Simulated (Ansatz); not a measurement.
Isomers of CH8Si2 (singlet), relaxed with PBE-D4/def2-SVP; total energies from Ansatz at CCSD(T)/def2-TZVPP.

| isomer | description | energy (Eh) |
| --- | --- | --- |
| A | SiH2Me(SiH3) (CH8Si2) | -620.94314 |
| B | (H3Si)2CH2 (CH8Si2) | -620.94407 |

Correlated methods freeze 11 core orbitals.

Task: Work out the relative energies (1 Eh = 2625.5 kJ/mol) and the Boltzmann populations at 800 K from electronic energies alone (R = 8.314 J/mol/K).

Result: ΔE: A 2.4, B 0.0 kJ/mol. RT = 6.65 kJ/mol. Factors exp(−ΔE/RT): A 0.697, B 1; sum 1.697. Populations: A 41.1 %, B 58.9 %. Zero-point energy, vibrational entropy and symmetry numbers are left out and can shift these; an error of 4 kJ/mol changes a ratio by a factor of 1.8. Over the other density-functional and correlated levels in def2 sets, the gap between B and A ranges from -11 to 9 kJ/mol.
